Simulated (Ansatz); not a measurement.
For zinc-blende CdTe, PBE-D4 (plane waves, PAW; Ansatz, a quantum-chemistry and plane-wave program) gives:

- lattice parameter a = 6.515 Å
- bulk modulus = 40.2 GPa
- cohesive energy = 2.39 eV/atom
- band gap = 0.73 eV

Problem. What does LC-ωPBE in Ansatz (plane waves, PAW) give for the same quantities?

Solution. 
- lattice constant a: 6.449 Å (shrinks by 1.0 %)
- bulk modulus: 49.4 GPa (increases by 23 %)
- cohesive energy: 2.26 eV/atom (falls by 0.13 eV/atom)
- band gap: 6.04 eV (goes up by 5.31 eV)

For comparison: lattice constant a 6.48 Å (measured, room temperature, not corrected to a static lattice; as tabulated in Lucero et al. (2012), arXiv:1111.4515); bulk modulus 43.7 GPa (measured, room temperature, no zero-point or thermal correction, our sources range from 42.0 to 43.7; as tabulated in Elmahjoubi et al. (2023), arXiv:2303.01780); band gap 1.63 eV (measured, zero-point renormalisation of 16 meV (experimental, the table's column) added back here, direct; inputs from Miglio et al. (2020), arXiv:2011.12765).

Changes are worked out from the printed values.

Unless a cell is named, each level is at its own relaxed cell (PBE-D4 34.56, LC-ωPBE 33.53 Å³/atom).

Levels without +SOC leave out spin–orbit coupling, which shifts energies and cells of such heavy elements.

Levels without +SOC have no spin–orbit coupling; where heavier elements are present it shifts gaps, mostly down, and can invert bands. Density-functional gaps are differences of (generalised) Kohn–Sham levels.

Ansatz's density-functional and Hartree–Fock values are scalar-relativistic unless marked +SOC, with PAW data made under PBE.
